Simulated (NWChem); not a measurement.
CH3 cation

```xyz
4

C      0.0000     0.0000     0.0000
H      0.7807     0.7807     0.0000
H      0.2858    -1.0664     0.0000
H     -1.0664     0.2858     0.0000
```
Atoms are numbered in this order, from 1.

Results from NWChem. Pople sets run with spherical d functions. Coordinates come from a PBE0/def2-SVP optimisation. Core excitations by TDA in a window of 1s orbitals, non-relativistic and unshifted: absolute energies depend strongly on the exact-exchange share.

Problem. Estimate the computed values for C K edge, BHandHLYP/6-311G**. Quantities: first 1s excitation (eV); dipole oscillator strength of the first; first state with f > 0.002 (eV); dipole oscillator strength of that state.

Solution. 
```json
{
 "first 1s excitation (eV)": "279.3",
 "dipole_oscillator_strength_of_the_first": "0.1058",
 "first state with f > 0.002 (eV)": "279.3",
 "dipole_oscillator_strength_of_that_state": "0.1058"
}
```
